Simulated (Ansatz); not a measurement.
**CuP3: from a trial structure to a relaxed crystal**

Method: DFT PBE, scalar-relativistic, plane waves, PAW (Ansatz 0.2.0). Cutoff 420 eV, Γ-centred k mesh, Gaussian smearing, no spin polarisation in the final step.

CuP3 was placed on the Cu3Au (L1_2) structure type (Pm-3m, No. 221), with Cu in place of Au, P in place of Cu, at a guessed volume.

```
Cu P
1.0
     3.97933    0.00000    0.00000
     0.00000    3.97933    0.00000
     0.00000    0.00000    3.97933
Cu P
1 3
Direct
  0.00000 0.00000 0.00000
  0.00000 0.50000 0.50000
  0.50000 0.00000 0.50000
  0.50000 0.50000 0.00000
```

Cell and atoms relax at zero pressure; the relaxation can't lower the symmetry of the start. After a coarse first stage the cell is made exact in the group found at 0.06 Å.

Energies over the elements count from the elements' standard structures at the same level, with no empirical corrections.

(1) What does it relax into?

(2) What are its volume, energy, density and gap?

Results:

(1) It keeps Pm-3m (No. 221). The result has the Cu3Au (L1_2) structure. Conventional cell: a = 3.848 Å. Around Cu lie 12 P at 2.72 Å; P is coordinated by 4 Cu at 2.72 Å and 8 P at 2.72 Å.

```
Cu P
1.0
     3.84805    0.00000    0.00000
     0.00000    3.84805    0.00000
     0.00000    0.00000    3.84805
Cu P
1 3
Direct
  0.00000 0.00000 0.00000
  0.00000 0.50000 0.50000
  0.50000 0.00000 0.50000
  0.50000 0.50000 0.00000
```

(2) The volume per atom is 14.24 Å³, the density is 4.56 g/cm³ and the energy over the elements is 0.65 eV/atom. The gap on the 12×12×12 mesh is 0 eV (a metal).

The final run used a 12×12×12 mesh on its 4-atom cell and 0.10 eV smearing. The k mesh leaves about 4 meV/atom of noise in metals. Symmetry constrained the relaxation, so the result can be a saddle point.

Cost: 3 runs of about 0.48 core-minutes in all, on Intel Xeon Platinum 8488C (Sapphire Rapids) (shared hosts).